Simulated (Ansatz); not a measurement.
**Worked example: correlation energy of BH, singlet**

Geometry: a point of a stretch scan, not a stationary point.

```yaml
atoms:
  - { symbol: B, position_ang: [0.0000, 0.0000, 0.0000] }
  - { symbol: H, position_ang: [0.0000, 0.0000, 2.3380] }
```

Basis cc-pVQZ; Ansatz 0.2.0. Only valence electrons are correlated (noble-gas cores frozen), which leaves 4 electrons in 84 orbitals. Prefix R: restricted or restricted open-shell reference.

Full CI is exact within this basis and frozen core; it isn't the basis-set limit.

Runs differ by some tens of microhartree through their thresholds, so steps under 0.03 kcal/mol mean nothing.

```json
{"level": "RHF", "total energy (hartree)": "-25.011299"}
{"level": "RMP2", "total energy (hartree)": "-25.097366"}
{"level": "RCCSD", "total energy (hartree)": "-25.134898"}
{"level": "RCCSD(T)", "total energy (hartree)": "-25.140073"}
{"level": "RCCSDT", "total energy (hartree)": "-25.140756"}
{"level": "RCCSDT(Q)", "total energy (hartree)": "-25.140897"}
{"level": "full CI", "total energy (hartree)": "-25.140840"}
```

Question: What is the correlation energy at full CI, and what share of it do RMP2 and RCCSDT recover?

Answer: E(corr) = -25.140840 − (-25.011299) = -0.129541 hartree = -3.525 eV. RMP2: -0.086067 / -0.129541 = 66.44 %. RCCSDT: -0.129457 / -0.129541 = 99.94 %.

Question: By how many kcal/mol does RCCSD(T) miss full CI (1 hartree = 627.509 kcal/mol), and which steps make up the rest?

Answer: -25.140073 − (-25.140840) = 0.000767 hartree = 0.48 kcal/mol. Steps: RCCSDT − RCCSD(T) = -0.43, RCCSDT(Q) − RCCSDT = -0.09, full CI − RCCSDT(Q) = 0.04 kcal/mol. That is within 1 kcal/mol of the reference in this basis, which itself misses far more of the correlation at the basis-set limit.
